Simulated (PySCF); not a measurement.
Input of a run on `[PH4+]`: the job's settings, then the atoms in Å.
```
{"job": {"kind": "uv", "xc": "B3LYP", "basis": "def2-SVPD", "solvent": "chloroform", "nstates": 6, "ntriplets": 0}, "charge": 1, "multiplicity": 1}
P     -0.022687     0.014966    -0.020135
H     -0.791694    -0.858207    -0.814484
H      0.297291    -0.616886     1.197667
H     -0.760919     1.186661     0.238992
H      1.163840     0.348688    -0.702433
```

Method: TDDFT B3LYP/def2-SVPD, vertical, IEF-PCM chloroform (non-equilibrium linear response), core orbitals frozen in the response (PySCF, density fitting); geometry PBE0-D3(BJ)/def2-SVP, gas phase, not relaxed in the solvent; ε = 4.711, cavity from Bondi-type radii × 1.2. The static polarisability takes the continuum's full static response.

**Question.** Give the output.

**Answer.** 
```
coarse grid: 4104 points
cycle   1  E = -343.4100220189  dE =  5.924e-02  |g| = 1.708e-01  |ddm| = 1.839e+00
cycle   2  E = -343.4166439235  dE = -6.622e-03  |g| = 1.150e-01  |ddm| = 5.915e-01
cycle   3  E = -343.4206659953  dE = -4.022e-03  |g| = 7.739e-03  |ddm| = 3.115e-01
cycle   4  E = -343.4206813118  dE = -1.532e-05  |g| = 4.243e-04  |ddm| = 1.577e-02
cycle   5  E = -343.4206813863  dE = -7.453e-08  |g| = 1.654e-05  |ddm| = 1.703e-03
final grid: 33416 points
cycle   6  E = -343.4577376865  dE = -1.036e-06  |g| = 1.376e-04  |ddm| = 1.292e-02
cycle   7  E = -343.4577376911  dE = -4.572e-09  |g| = 1.884e-05  |ddm| = 4.273e-04
cycle   8  E = -343.4577376912  dE = -9.351e-11  |g| = 5.072e-06  |ddm| = 4.470e-05
converged SCF energy = -343.4577376912

Static polarisability (au): isotropic 25.671, principal 25.668 25.671 25.675

Singlet excitations
state   eV       nm        f      main configurations
  1  11.0048    112.7   0.00000   H-1->L+1 0.40, H->L+2 0.37, H->L+1 0.10
  2  11.0053    112.7   0.00000   H-2->L+1 0.48, H->L+3 0.44
  3  11.0062    112.6   0.00000   H-2->L+2 0.43, H-1->L+3 0.42
  4  11.2628    110.1   0.00000   H->L+3 0.40, H-2->L+1 0.25, H-1->L+1 0.14
  5  11.2634    110.1   0.00000   H-1->L+2 0.27, H-2->L+2 0.25, H-1->L+3 0.22
  6  11.4788    108.0   0.10112   H->L 0.92
```

The cycles run first on a coarse grid and then on the final one, and are numbered through; the first dE on the final grid is taken against the last density's energy on that grid. Energies include the polarisation term of the continuum.

**Question.** The same input without solvent ends at -343.364607 Eh. What does the continuum change?

**Answer.** The energy falls by 0.093131 Eh, 58.44 kcal/mol; the polarisation term alone is -58.51 kcal/mol. HOMO -18.88 → -13.91 eV, LUMO -6.19 → -1.32 eV. The SCF took 8 cycles in the solvent and 8 in the gas phase.
